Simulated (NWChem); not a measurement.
Everything below was run with NWChem. System: AlF$_{3}$, charge 0, spin multiplicity 1, at a geometry optimised with B3LYP/def2-SVP. The structure started from a generated list of species. Level: TD-PBE/6-31+G* (spherical d).

Job file:

```
start mol
memory heap 200 mb stack 900 mb global 1100 mb
geometry units angstroms nocenter noautoz
  Al     0.000000     0.000000     0.000002
  F      0.000000     0.000000     1.645681
  F      1.425191     0.000000    -0.822842
  F     -1.425191     0.000000    -0.822842
  symmetry group C2v
end
basis spherical
  * library 6-31+g*
end
dft
  xc xpbe96 cpbe96
  semidirect memsize 60000000 filesize 0
  iterations 100
end
tddft
  rpa
  nroots 6
  notriplet
  thresh 1e-4
end
task tddft energy
```

Output (cleaned and shortened):

```
             Northwest Computational Chemistry Package (NWChem) 7.3.0
             --------------------------------------------------------

                                NWChem Input Module
                                -------------------

 Scaling coordinates for geometry "geometry" by  1.889725989
 (inverse scale =  0.529177249)

 Turning off AUTOSYM since
 SYMMETRY directive was detected!

                             Geometry "geometry" -> ""
                             -------------------------

 Output coordinates in angstroms (scale by  1.889725989 to convert to a.u.)

  No.       Tag          Charge          X              Y              Z
 ---- ---------------- ---------- -------------- -------------- --------------
    1 Al                  13.0000     0.00000000     0.00000000     0.00000200
    2 F                    9.0000     0.00000000     0.00000000     1.64568100
    3 F                    9.0000     1.42519100     0.00000000    -0.82284200
    4 F                    9.0000    -1.42519100     0.00000000    -0.82284200

 Effective nuclear repulsion energy (a.u.)     157.9793473326

            Nuclear Dipole moment (a.u.)
            ----------------------------
        X                 Y               Z
 ---------------- ---------------- ----------------
     0.0000000000     0.0000000000    -0.0000018897

      Symmetry information
      --------------------

 Group name             C2v
 Group number             16
 Group order               4
 No. of unique centers     3

      Symmetry unique atoms

     1    2    3


 Summary of "ao basis" -> "" (spherical)
 ------------------------------------------------------------------------------
       Tag                 Description            Shells   Functions and Types
 ---------------- ------------------------------  ------  ---------------------
 *                          6-31+g*                   on all atoms

  pbe96 is a nonlocal functional; adding pw91lda local functional.

                                 NWChem DFT Module
                                 -----------------

 Summary of "ao basis" -> "ao basis" (spherical)
[...]
            d_CD1 =   1.2854 Angstrom
            d_CD2 =  -1.0031 Angstrom
            d_CD3 =   3.5407 Angstrom
     Pearson C.C. =  -0.0116

     Occ.   18  b2  ---  Virt.   21  a1   0.99981 X
  ----------------------------------------------------------------------------
  Root   4 singlet a1             0.288883300 a.u.                7.8609 eV
  ----------------------------------------------------------------------------
     Transition Moments    X -0.00000   Y  0.00000   Z -0.53949
     Transition Moments   XX -0.50375  XY -0.00000  XZ -0.00000
     Transition Moments   YY  0.00002  YZ -0.00000  ZZ  0.50392
     Dipole Oscillator Strength                    0.0560536917
     Electric Quadrupole                           0.0000000326
     Magnetic Dipole                               0.0000000000
     Total Oscillator Strength                     0.0560537243

          sigma_e =   2.0715 Angstrom
          sigma_h =   1.6223 Angstrom
         |d_h->e| =   0.6940 Angstrom
            d_exc =   2.7628 Angstrom
            d_CD1 =   1.1433 Angstrom
            d_CD2 =  -1.1528 Angstrom
            d_CD3 =   3.4568 Angstrom
     Pearson C.C. =  -0.0340

     Occ.   13  a1  ---  Virt.   21  a1  -0.10601 X
     Occ.   17  a1  ---  Virt.   21  a1   0.98880 X
     Occ.   18  b2  ---  Virt.   22  b2   0.08849 X
  ----------------------------------------------------------------------------
  Root   5 singlet b1             0.288907688 a.u.                7.8616 eV
  ----------------------------------------------------------------------------
     Transition Moments    X  0.53961   Y -0.00000   Z -0.00000
     Transition Moments   XX -0.00000  XY -0.00000  XZ  0.50336
     Transition Moments   YY -0.00000  YZ -0.00000  ZZ  0.00000
     Dipole Oscillator Strength                    0.0560825898
     Electric Quadrupole                           0.0000000325
     Magnetic Dipole                               0.0000000000
     Total Oscillator Strength                     0.0560826223

          sigma_e =   2.0715 Angstrom
          sigma_h =   1.6217 Angstrom
         |d_h->e| =   0.6954 Angstrom
            d_exc =   2.7628 Angstrom
            d_CD1 =   1.1451 Angstrom
            d_CD2 =  -1.1513 Angstrom
            d_CD3 =   3.4581 Angstrom
     Pearson C.C. =  -0.0340

     Occ.   14  b1  ---  Virt.   21  a1  -0.10618 X
     Occ.   16  b1  ---  Virt.   21  a1  -0.98877 X
     Occ.   19  a2  ---  Virt.   22  b2  -0.08863 X
  ----------------------------------------------------------------------------
  Root   6 singlet b2             0.304064681 a.u.                8.2740 eV
  ----------------------------------------------------------------------------
     Transition Moments    X -0.00000   Y  0.79769   Z  0.00000
     Transition Moments   XX -0.00000  XY -0.00000  XZ  0.00000
     Transition Moments   YY  0.00000  YZ  0.00095  ZZ  0.00000
     Dipole Oscillator Strength                    0.1289874741
     Electric Quadrupole                           0.0000000000
     Magnetic Dipole                               0.0000000000
     Total Oscillator Strength                     0.1289874741

          sigma_e =   2.0817 Angstrom
          sigma_h =   1.7390 Angstrom
         |d_h->e| =   0.0019 Angstrom
            d_exc =   2.7943 Angstrom
            d_CD1 =   0.3445 Angstrom
            d_CD2 =  -1.9085 Angstrom
            d_CD3 =   2.7961 Angstrom
     Pearson C.C. =  -0.0622

     Occ.   12  a1  ---  Virt.   22  b2   0.05166 X
     Occ.   15  b2  ---  Virt.   21  a1  -0.99628 X

              Target root =      1
          Target symmetry = none
      Ground state energy =   -541.757025014228
        Excitation energy =      0.261890260508
     Excited state energy =   -541.495134753720

  stored tddft:energy   -541.49513475372044

 Task  times  cpu:       17.5s     wall:       17.5s

 Total times  cpu:       17.5s     wall:       17.5s
```
